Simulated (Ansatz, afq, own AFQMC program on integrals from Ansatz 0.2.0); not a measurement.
Integrals from Ansatz 0.2.0, then the random walk in our own AFQMC program (afq).

```yaml
crystal:
  periodic: [false, false, false]
  atoms:
    - {symbol: Al, position_ang: [0.000000, 0.000000, 0.462533]}
    - {symbol: P, position_ang: [0.000000, 0.000000, -2.506467]}
    - {symbol: H, position_ang: [0.000000, 0.000000, 2.043933]}
basis:
  gaussian: {orbitals: 6-31G}
magnetization: {spin_polarized: true, initial_magnetization: 1}
correlation: {method: ccsd_t, electrons: outside_noble_gas, hamiltonian_folder: ham}
```

```sh
$ ansatz run in.yaml --threads 1 --pin off --events-out ev --progress --plain --max-ram 24576MiB --backend cuda --devices 0, --max-vram 18GiB
```

Options of the walk:

```
--method free --trial mp1 --walkers 20 --time-step 0.05 --max-blocks 30 --target-error 0.00144 --factor-cut 1e-05 --seed 67 --times 0,0.05,0.1,0.15 --taylor-order 4
```

Times are imaginary, in 1/Eh. The walk had a cap of 60 s.

```
orbitals 18  electrons 5 4  factors 100 of 310
reference energy -583.08536144 Eh
CCSD correlation -0.07423743 Eh in 22 cycles, weight of the determinant in the CISD state 0.5904
repeat  energy at the last time / Eh  error
    10  -583.161951  0.001048
    20  -583.161196  0.000709
    30  -583.161016  0.000737
time / (1/Eh)  energy / Eh  error  mean overlap
  0.00  -583.160519  0.000776  1.0612
  0.05  -583.160744  0.000767  1.0603
  0.10  -583.160873  0.000759  1.0624
  0.15  -583.161016  0.000737  1.0609
energy -583.161016 +/- 0.000737 Eh
```

The run passed its tests (error under three times the target), which doesn't prove that it has relaxed.

Against this walk (error 20.1 meV) on the same determinant: CCSD(T) 79.3 meV lower, CCSDT(Q) 168.9 meV lower, CCSDTQ 178.6 meV lower, full CI 182.3 meV lower. The error is statistical, and a free projection of finite length keeps a remainder of its start. The determinant has ⟨S²⟩ = 2.25, so the low cluster orders mix in higher spin, and so can this walk.

A setting was made bad on purpose (projection too short), so the walk's energy isn't to be trusted.

Cautions: remainder of the start not in the error; start is not spin pure; strong correlation (T1 0.128, weight of the determinant 0.59, largest double 0.24); unrestricted determinant spin contaminated (⟨S²⟩ 2.25 against 0.75); the next higher spin lies close (full CI puts it 135 meV above); so few walkers bias the energy; the time-step error isn't removed.

CCSDT and higher add their correlation energy to the determinant of the CCSD(T) run, since their own runs factorise the integrals more tightly (a shift of under 2 meV). A walk keeps the symmetry of its determinant, which the program's search chose and which needn't be the lowest solution, so a lower state of the same spin and another symmetry isn't excluded.
